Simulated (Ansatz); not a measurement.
Input for Ansatz (development build ahead of 0.2.0):

```yaml
crystal:
  periodic: [false, false, false]
  atoms:
    - { symbol: O, position_ang: [0.0, 0.0, -1.0925] }
    - { symbol: "N", position_ang: [0.0, 0.0, 0.0] }
    - { symbol: O, position_ang: [0.0, 0.0, 1.0925] }
basis:
  gaussian: { orbitals: def2-SVP }
total_charge: 1
hamiltonian:
  xc: hf
correlation:
  method: mp2
  frozen_orbitals: { "N": 1, O: 1 }
scf:
  omitted_lower_state_checks: [starts, atomic_configurations, cluster_reference, orbital_swaps, given_window_search, neighbouring_geometries, increment]
```

The input is written out in the form of the current development build from the run's settings.

Results

```
Converged                                                          : yes
Reference energy                                                   : -203.51570 hartree
Correlation energy                                                 : -0.55906 hartree
Total energy                                                       : -204.07476 hartree
Spin squared of the determinant                                    : 0.000
Stability test                                                     : minimum among restricted orbitals
Occupied orbitals by symmetry in an Abelian subgroup (alpha; beta) : 4 Ag 3 B1u 1 B2g 1 B2u 1 B3g 1 B3u; 4 Ag 3 B1u 1 B2g 1 B2u 1 B3g 1 B3u
```

Messages of the program:
```
mean field -5537.94438318 eV, -203.5157023282 hartree, gradient 3.2e-6 eV, S^2 0.000000; 0 other ends of a descent, 0 dependent functions left out
```
